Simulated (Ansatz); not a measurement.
BNH5Cl, closed shell: at the start structure of a reaction step.

The input file, in.yaml:

```yaml
crystal:
  periodic: [false, false, false]
  atoms:
    - {symbol: B, position_ang: [-0.528915, -0.488742, -0.372125]}
    - {symbol: Cl, position_ang: [0.222435, -0.391913, -2.065915]}
    - {symbol: H, position_ang: [-1.625405, 0.008111, -0.334719]}
    - {symbol: H, position_ang: [-0.447109, -1.595265, 0.096328]}
    - {symbol: H, position_ang: [0.437534, 1.404609, 0.153036]}
    - {symbol: N, position_ang: [0.432467, 0.459768, 0.528013]}
    - {symbol: H, position_ang: [1.387389, 0.112290, 0.500428]}
    - {symbol: H, position_ang: [0.121503, 0.491143, 1.495055]}
basis:
  gaussian: {orbitals: def2-TZVPP}
hamiltonian: {xc: {name: CAM-B3LYP}, dispersion: d4}
```

Command:

```bash
ansatz run in.yaml --threads 2 --pin off --events-out ev --progress --plain --max-ram 4352MiB
```

Output of Ansatz 0.2.0:

```
Functional definition: CAM-B3LYP
  name "CAM-B3LYP"
  cite "Yanai, Tew & Handy, Chem. Phys. Lett. 393, 51 (2004) doi:10.1016/j.cplett.2004.06.011"
  cite "Iikura, Tsuneda, Yanai & Hirao, J. Chem. Phys. 115, 3540 (2001) doi:10.1063/1.1383587"
  cite "Becke, Phys. Rev. A 38, 3098 (1988) doi:10.1103/PhysRevA.38.3098"
  cite "Lee, Yang & Parr, Phys. Rev. B 37, 785 (1988) doi:10.1103/PhysRevB.37.785"
  cite "Vosko, Wilk & Nusair, Can. J. Phys. 58, 1200 (1980) doi:10.1139/p80-159"
  parameter alpha = 0.19
  parameter beta = 0.46
  parameter omega = 0.33/bohr
  parameter ac = 0.81
  # Exact exchange under (alpha + beta erf(omega r))/r, Becke's under what is left of 1/r.
  exchange = (1 - alpha - beta)*b88_x + beta*b88_x_sr(omega) + alpha*exact_x + beta*exact_x_lr(omega)
  correlation = (1 - ac)*vwn5_c + ac*lyp_c
932 factors; their error is unknown
240 factors; integrals over basis functions are off by at most 1.3e-5 eV
mean field evaluation 1: about -14768.9968 eV, gradient 4.3e1 eV
mean field evaluation 2: about -14769.3002 eV, gradient 4.2e1 eV
mean field evaluation 4: about -14772.6415 eV, gradient 1.2e0 eV
mean field evaluation 8: about -14772.6650 eV, gradient 2.7e-1 eV
mean field evaluation 16: about -14772.6651 eV, gradient 2.1e-5 eV
mean field -14772.66508802 eV, -542.8854287129 hartree, gradient 2.1e-5 eV, S^2 0.000000; 0 other end points of the search recorded, 0 dependent functions left out
reference -14772.66520111 eV, -542.8854328687 hartree; 17, 17 occupied and 157, 157 virtual orbitals, 932 factors
Total energy: -14772.76197647 eV, -542.8889892976 hartree
```

Hardware: 2 CPU threads of an Intel Xeon 6975P-C, shared host. Wall time about 1.4 s.
